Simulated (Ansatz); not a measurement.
## Strength of the N–C bond: C5H9N → C4H9 + CN

Species: C5H9N (tert-butyl isocyanide) `[C-]#[N+]C(C)(C)C`, singlet; C4H9 (tert-butyl radical) `C[C](C)C`, doublet; CN, doublet. 

Shapes, held fixed at every level: PBE0-D4/def2-TZVP. Programs: Ansatz 0.2.0. The zero-point and thermal change to 298 K, harmonic and unscaled (PBE0-D4/def2-TZVP), is -16.0 kJ/mol.

```
               level                    kind  ΔH(298 K) (kJ/mol)
         HF/def2-SVP            Hartree–Fock              +324.6
    SPW92/def2-TZVPP                     LDA              +467.2
   PBE-D4/def2-TZVPP                     GGA              +396.2
r2SCAN-D4/def2-TZVPP                meta-GGA              +387.1
 BHLYP-D4/def2-TZVPP           global hybrid              +425.0
  wB97X-V/def2-TZVPP  range-separated hybrid              +440.4
   B2PLYP/def2-TZVPP           double hybrid              +404.7
```

B2PLYP/def2-TZVPP gives ΔH(298 K) = +404.7 kJ/mol; the levels span +324.6 to +467.2. The median of the levels is +404.7. Hartree–Fock misses the correlation of the pair that is broken and comes out low. No measured value is set beside it here. Spin contamination: CN (⟨S²⟩ up to 1.11). Open shells run unrestricted unless RO is named.
